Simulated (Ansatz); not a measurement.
```yaml
crystal:
  periodic: [false, false, false]
  atoms:
    - {symbol: C, position_ang: [-1.897512, 0.106560, -0.473301]}
    - {symbol: C, position_ang: [-0.608190, -0.091270, 0.238620]}
    - {symbol: Cl, position_ang: [-0.801670, -0.594424, 1.892226]}
    - {symbol: C, position_ang: [0.597350, 0.073379, -0.290845]}
    - {symbol: C, position_ang: [1.904814, -0.124664, 0.380235]}
    - {symbol: F, position_ang: [2.733168, 0.954806, 0.109349]}
    - {symbol: H, position_ang: [-2.472944, -0.822246, -0.499068]}
    - {symbol: H, position_ang: [-2.507373, 0.852731, 0.042213]}
    - {symbol: H, position_ang: [-1.717852, 0.440042, -1.496023]}
    - {symbol: H, position_ang: [0.641422, 0.380358, -1.332063]}
    - {symbol: H, position_ang: [2.410237, -1.019787, 0.000159]}
    - {symbol: H, position_ang: [1.795449, -0.210584, 1.462598]}
basis:
  gaussian: {orbitals: cc-pVTZ-DK, point_charges: [{charge: -1.00, position_ang: [6.434, -0.405, -0.664]}]}
total_charge: -1
magnetization: {spin_polarized: true, initial_magnetization: 1}
hamiltonian: {xc: {name: r2SCANh}, dispersion: d3bjatm}
```

```sh
$ ansatz run in.yaml --threads 4 --pin off --events-out ev --progress --plain --max-ram 10444MiB
```

It prints (some lines left out):

```
Functional definition: r2SCANh
1444 factors; their error is unknown
mean field evaluation 1: about -19513.5530 eV, gradient 4.1e1 eV
mean field evaluation 2: about -19498.6671 eV, gradient 6.5e1 eV
mean field evaluation 4: about -19521.5514 eV, gradient 4.3e0 eV
mean field evaluation 8: about -19521.6447 eV, gradient 2.6e-1 eV
mean field evaluation 16: about -19521.6445 eV, gradient 9.0e-3 eV
mean field evaluation 32: about -19521.6445 eV, gradient 5.0e-5 eV
mean field -19521.64450288 eV, -717.4072032350 hartree, gradient 1.2e-5 eV, S^2 0.756395; 6 other end points of the search recorded, 0 dependent functions left out
reference -19521.64451501 eV, -717.4072036808 hartree; 29, 28 occupied and 239, 240 virtual orbitals, 1444 factors
Total energy: -19521.72305561 eV, -717.4100899944 hartree
Relativity: scalar
```

Task: What is wrong with this run?

Result: The charge is far from anything that the molecule holds. The calculation finished and met its thresholds. The result belongs to that input, not to the molecule as meant.
